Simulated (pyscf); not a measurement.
# Four-centre exchange: H₃C–GaH₂ (SMILES [CH3][GaH2]) + NH₃ (SMILES N) → H₃C–GaH–NH₂ (SMILES [CH3][GaH][NH2]) + H₂ (SMILES [H][H])

Gas phase, singlet surface, charge 0. Bonds broken: Ga2–H6, N8–H9. Bonds formed: Ga2–N8, H6–H9. Single points on ωB97X-D3(BJ)/def2-SVP structures (PySCF, gas phase).

Transition state (Å):

```xyz
11

C     -0.6649    -1.3844     0.2017
Ga    -0.3011     0.4428    -0.4112
H      0.2688    -1.9361     0.3928
H     -1.2299    -1.9407    -0.5646
H     -1.2585    -1.3820     1.1292
H      0.2815     1.4212     1.1103
H      0.6145     0.9257    -1.5822
N     -1.7473     1.7282     0.0071
H     -0.6149     1.7763     0.8691
H     -2.6292     1.3908     0.3889
H     -1.9257     2.5192    -0.6087
```

One imaginary mode, 1352i cm⁻¹; descent along it reached the two sides named, in the forms told below.

| bond | change | reactant side (Å) | saddle | product side |
|---|---|---|---|---|
| Ga2–H6 | breaks | 1.590 | 1.900 | 2.9 |
| N8–H9 | breaks | 1.029 | 1.424 | 3.2 |
| Ga2–N8 | forms | 2.163 | 1.980 | 1.819 |
| H6–H9 | forms | 3.1 | 0.994 | 0.761 |

Electronic energies relative to the separated reactants (eV):

```csv
level,barrier,reaction energy,reverse barrier
ωB97X-D3(BJ)/def2-TZVP,0.60,-0.39,0.99
PBE/def2-TZVP,0.48,-0.35,0.83
r²SCAN/def2-TZVP,0.46,-0.41,0.87
B3LYP-D3(BJ)/def2-TZVP,0.62,-0.37,0.99
PBE0-D3(BJ)/def2-TZVP,0.52,-0.33,0.84
M06-2X/def2-TZVP,0.50,-0.53,1.03
ωB97M-D3(BJ)/def2-TZVP,0.68,-0.32,1.00
HF/def2-TZVP,1.27,-0.18,1.45
```

With ωB97M-D3(BJ)/def2-TZVP energies and thermal terms (ideal gas, 1 atm, RRHO with modes under 100 cm⁻¹ raised to 100, one conformer, R ln 2 for chiral ones without a mode under 150 cm⁻¹), in eV:

```csv
T (K),ΔH‡,ΔG‡,ΔH,ΔG
298,0.60,1.07,-0.42,-0.33
600,0.62,1.55,-0.36,-0.26
900,0.65,2.01,-0.32,-0.22
1200,0.69,2.45,-0.29,-0.19
```

On the reactant side the descent ends in an adduct with a Ga–N contact (not fully relaxed), 1.02 eV under the separated species and 1.62 eV under the saddle at ωB97X-D3(BJ)/def2-TZVP. What is counted as formed (Ga–N) is already present as a longer contact in the reactant adduct; forming that adduct is a step of its own. At the saddle there is also a short Ga–H contact that neither side keeps. One saddle was located; it need not be the lowest between these sides. Elements up to Kr have no core potential and no relativistic terms here.
